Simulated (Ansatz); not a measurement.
# CsPbBr3 (Pm-3m)

All numbers below come from Ansatz, DFT PBEsol, scalar-relativistic, plane waves, PAW.

Cutoff 420 eV; k points 6×6×6 on the computed 5-atom cell (Γ-centred); Gaussian smearing, width 0.02 eV; no spin polarisation.

The structure is relaxed at this level of theory with its symmetry kept. Whether it is the stable form of this composition wasn't checked.

```
CELL_PARAMETERS angstrom
5.87000 0.00000 0.00000
0.00000 5.87000 0.00000
0.00000 0.00000 5.87000
ATOMIC_POSITIONS crystal
Cs 0.00000 0.00000 0.00000
Pb 0.50000 0.50000 0.50000
Br 0.00000 0.50000 0.50000
Br 0.50000 0.00000 0.50000
Br 0.50000 0.50000 0.00000
```

Task: Formation energy from the elements' standard states (Br, Hg as crystals; uncorrected)?

Result: -1.264 eV/atom.

Task: Kohn–Sham band gap?

Result: 1.43 eV, direct at R.

Task: Löwdin character of the top 1 eV of the valence band?

Result: Br 4p 66 %, Pb 6s 24 %, Pb 6p 8 %.

Task: Löwdin character of the lowest 1 eV of the conduction band?

Result: Pb 6p 76 %, Br 4p 9 %, Br 4s 9 %, unprojected 5 %.

Task: Electron masses at the edge by Cartesian direction of the standard setting (m_e; degenerate bands sorted by energy; no spin-orbit coupling)?

Result: x: 0.74, 0.74, 0.077; y: 0.74, 0.74, 0.077; z: 0.74, 0.74, 0.077.

Task: Hole masses at the edge by Cartesian direction of the standard setting (m_e; degenerate bands sorted by energy; no spin-orbit coupling)?

Result: x: 0.13; y: 0.13; z: 0.13.

Task: Bulk modulus?

Result: 21.5 GPa.

Task: Its pressure derivative?

Result: 4.8.

Task: Bader charges (e)?

Result: Cs (1 in the cell) 0.88, Pb (1 in the cell) 1.08, Br (3 in the cell) -0.65.

Spin-orbit coupling is left out, which matters for the bands of heavy elements.

Symmetry holds off the tilts and polar distortions that many cubic perovskites undergo.